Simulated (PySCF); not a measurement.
```xyz
3
charge 0 multiplicity 1, angstrom
S     0.0000    0.0000   -0.6591
S     1.6621    0.0000    0.3296
S    -1.6621    0.0000    0.3296
```

Computed with PBE/[S def2-TZVP], no relativity, density fitting, PySCF.

This geometry of S3 is a stationary point at this level.

What is the point group?

C2v.

Is it a minimum?

Yes: all harmonic wavenumbers are real.

Which band is strongest in the infrared?

669 cm⁻¹ (b2), 118 km/mol.

Give the atomic charges and bond orders.


```json
{"atom": "S1", "Mulliken": "0.22", "Löwdin": "0.12", "polar tensor": "0.63", "Mayer order to S1": "–"}
{"atom": "S2,3", "Mulliken": "-0.11", "Löwdin": "-0.06", "polar tensor": "-0.31", "Mayer order to S1": "1.72"}
```
Other Mayer orders above 0.3: S–S 0.51.

Only a few start shapes were tried, so a lower isomer may exist.
